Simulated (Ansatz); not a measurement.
Computed with Ansatz (a first-principles code) with frozen-core CCSD(T)/cc-pVTZ // PBE0-D3(BJ)/def2-SVP.

Ansatz 0.2 input:
```yaml
crystal:
  periodic: [false, false, false]
  atoms:
    - { symbol: C, position_ang: [-0.024746, 0.000482, 0.0] }
    - { symbol: N, position_ang: [1.128837, -0.021959, -0.000004] }
    - { symbol: H, position_ang: [-1.10409, 0.021477, 0.000004] }
basis:
  gaussian: { orbitals: cc-pVTZ }
correlation:
  method: ccsd_t
```

Output:

```
Functional definition: HF
432 factors; integrals over basis functions are off by at most 1.3e-3 eV
mean field evaluation 1: about -2526.2872 eV, gradient 2.8e1 eV
mean field evaluation 2: about -2526.2904 eV, gradient 2.8e1 eV
mean field evaluation 4: about -2528.1157 eV, gradient 2.6e0 eV
mean field evaluation 8: about -2528.1459 eV, gradient 1.5e-4 eV
mean field evaluation 16: about -2528.1423 eV, gradient 1.9e-1 eV
mean field -2528.14593101 eV, -92.9076493257 hartree, gradient 1.8e-6 eV, S^2 0.000000; 0 other end points of the search recorded, 0 dependent functions left out
2 core orbitals not correlated
reference -2528.14593101 eV, -92.9076493257 hartree; 5, 5 occupied and 67, 67 virtual orbitals, 432 factors
second order -9.39948350 eV of doubles, -0.00000000 eV of singles
cycle   1  -9.11003085 eV  change    2.9e-1 eV  update   8.2e-2
cycle   2  -9.43619894 eV  change   -3.3e-1 eV  update   2.5e-2
cycle   3  -9.50421315 eV  change   -6.8e-2 eV  update   1.1e-2
cycle   4  -9.50526567 eV  change   -1.1e-3 eV  update   2.9e-3
cycle   5  -9.50833971 eV  change   -3.1e-3 eV  update   1.2e-3
cycle   6  -9.50884529 eV  change   -5.1e-4 eV  update   2.6e-4
cycle   7  -9.50888674 eV  change   -4.1e-5 eV  update   5.8e-5
cycle   8  -9.50892299 eV  change   -3.6e-5 eV  update   1.5e-5
cycle   9  -9.50892286 eV  change    1.3e-7 eV  update   3.7e-6
perturbative correction -0.48763313 eV, -0.0179201870 hartree
Total energy: -2538.14248700 eV, -93.2750159825 hartree
```

Cost: around 1.5 core-seconds (rough).
